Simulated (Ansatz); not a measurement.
Formation enthalpy (eV/atom) of solids drawn from the class of carbides, at two levels: LDA (plane waves, PAW; Ansatz, a program for electronic structure), and PBEsol (Ansatz, plane waves, PAW).

| solid | LDA | PBEsol |
|---|---|---|
| rock-salt ZrC | -0.937 | -0.923 |
| hexagonal WC | -0.254 | -0.236 |
| rock-salt TaC | -0.689 | -0.677 |
| rock-salt NbC | -0.628 | ? |
| rock-salt TiC | -0.946 | -0.916 |
| rock-salt HfC | -1.018 | -0.995 |

Problem. Estimate the withheld PBEsol value from the other rows.

Solution. One way: carry over the typical difference. The differences PBEsol − LDA of the other rows, in order: 0.012, 0.014, 0.018, 0.023, 0.030; median 0.018. Rock-salt NbC: -0.628 + (0.018) = -0.610 eV/atom; the run gives -0.620 eV/atom. The differences spread from 0.012 to 0.030, so such an estimate is rough. Rock-salt NbC lies outside that spread.

Over all 6 rows PBEsol is the larger in 6.

Run without spin polarisation: hexagonal WC, rock-salt TaC, rock-salt NbC.

Spin–orbit coupling is left out, also for the solids with elements from indium on (hexagonal WC, rock-salt TaC, rock-salt HfC); its size isn't shown.

The solid named is at each level's own relaxed cell; a reference phase can be a single point on another level's cell. Ansatz's density-functional and Hartree–Fock values are scalar-relativistic unless marked +SOC, with PAW data made under PBE.
